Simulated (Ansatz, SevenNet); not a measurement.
# How the bulk modulus B0 of antifluorite Mg2Ge moves with the method

No measured value is used here.

```csv
level (code),value (GPa),cell (Å³/atom)
SevenNet-l3i5 (SevenNet),55.4,22.05
LDA (Ansatz),(withheld),20.70
PBE (Ansatz),49.6,22.07
PBEsol (Ansatz),52.5,21.48
HSE06 (Ansatz),(withheld),21.66
PBE0 (Ansatz),55.1,21.61
```

**Question.** What belongs in the gaps?

**Answer.** 
- LDA (Ansatz, a program for electronic structure), value (GPa): 56.2
- HSE06 (Ansatz), value (GPa): 54.5

Each level is taken at its own relaxed cell. Cutoffs and k meshes differ between the levels. Ansatz's density-functional and Hartree–Fock values are scalar-relativistic unless marked +SOC, with PAW data made under PBE.

Machine-learned potentials (SevenNet-l3i5) are trained on DFT data, which may include these solids.
